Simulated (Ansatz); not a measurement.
Results of r²SCAN-D4 in Ansatz (plane waves, PAW) for 1T (CdI2-type) PtSe2.

Settings: plane-wave cutoff 560 eV, 12×12×8 k mesh (along the axes of the cell as run), Fermi–Dirac smearing 0.01 eV, scalar-relativistic PAW data made under PBE.

Energies at three volumes about the minimum:

| V (Å³/atom) | E − E_lowest (meV/atom) |
|---|---|
| 21.161 | 0.56 |
| 21.593 | 0.00 |
| 22.025 | 0.51 |

Question: Fit a parabola by hand: where is the minimum, and what is the bulk modulus?

Answer: Slopes: (0.00 − 0.56)/(21.593 − 21.161) = -1.296 and (0.51 − 0.00)/(22.025 − 21.593) = 1.181 meV/Å³. Curvature E″ = 2 × (1.181 − (-1.296))/(22.025 − 21.161) = 5.734 meV/Å⁶. From the middle of the first interval, the slope vanishes at V0 = 21.3770 − (-1.296)/5.734 = 21.603 Å³/atom. B = V0 E″ = 21.603 × 5.734 meV/Å³ × 0.1602 GPa per meV/Å³ = 19.8 GPa. The full Birch–Murnaghan fit to all volumes gives V0 = 21.591 Å³/atom and B0 = 19.9 GPa.

Shape and atoms are relaxed at each volume.

Note: the bulk modulus comes from volumes at which shape and atoms were relaxed.

Ansatz is a quantum-chemistry and plane-wave program.
